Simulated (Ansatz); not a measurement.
What does this script print? It uses Ansatz's Python interface.

Script `methods_c2h4fno.py`:
```python
"""One geometry of C2H4FNO, method by method."""

from dataclasses import dataclass
from pathlib import Path
import warnings

import ansatz as az
import numpy as np


@dataclass(frozen=True)
class RunConfig:
    basis_set: str = "cc-pVDZ"


cfg = RunConfig()

GEOMETRY = """
N     0.19540    0.85030   -1.50710
C     0.99400    0.25120   -0.80620
O     0.72680   -0.39990    0.33060
C    -0.48920   -0.40360    0.86320
F    -0.51990   -1.14280    1.99930
H    -0.79830    0.90040   -1.14470
H     2.08700    0.17840   -1.07840
H    -1.21350   -0.89480    0.17170
H    -0.89390    0.61450    1.15450
"""

warnings.simplefilter("ignore", az.DeckWarning)

molecule = az.Crystal.molecule()
for line in GEOMETRY.strip().splitlines():
    symbol, *xyz = line.split()
    molecule = molecule.atom(symbol, [float(v) for v in xyz])

calc = molecule.calculation().basis(gaussian=cfg.basis_set)

print("functional    E (Ha)        dipole (D)   HOMO (eV)  LUMO (eV)")
for name in ["revpbe", "lc_wpbe", "lda", "pbe0", "b3lyp", "blyp"]:
    r = calc.functional(name).forces().orbitals().run(threads=1, runs_dir="runs").report
    lines = Path(r["orbitals_path"]).read_text().splitlines()
    field_of = lambda key: [line.split("=")[1].strip() for line in lines if line.startswith(key)]
    orbitals = [(27.211386 * float(e), s, float(n)) for e, s, n in zip(field_of("Ene="), field_of("Spin="), field_of("Occup="))]
    homo = max(e for e, _, n in orbitals if n > 0.5)
    lumo = min(e for e, _, n in orbitals if n < 0.5)
    dipole = 4.803205 * np.linalg.norm(r["charge_distribution"]["dipole_moment_e_ang"])
    print(f"{name:10s} {r['free_energy_ev'] / 27.211386246:14.6f} {dipole:9.3f} {homo:11.3f} {lumo:10.3f}")
```

```console
$ python methods_c2h4fno.py
functional    E (Ha)        dipole (D)   HOMO (eV)  LUMO (eV)
revpbe        -308.310948     0.728      -6.303     -0.300
lc_wpbe       -308.220878     0.820     -10.888      3.258
lda           -306.062057     0.811      -6.438     -0.612
pbe0          -308.080310     0.775      -8.053      0.726
b3lyp         -308.404939     0.749      -7.736      0.476
blyp          -308.327816     0.714      -6.199     -0.241
```

Caveats:
- These settings explore the input space; basis and method may be short of convergence.
- The geometry is a force-field or estimated start, not a minimum of this method, and the basis set is short of its limit. A lower total doesn't mark the better method: functionals have no common bound, and MP2 and coupled cluster aren't variational.
- b3lyp holds the VWN-RPA fit, as in Gaussian; the form of ORCA and Turbomole is b3lyp5.
- Levels such as HOMO and LUMO are orbital energies: with these approximate functionals they aren't the ionisation energy and electron affinity, and their gap isn't the fundamental gap.
- Timing: 15 s on 1 thread of Arm Neoverse V2 (shared host), peak memory 0.23 GiB.
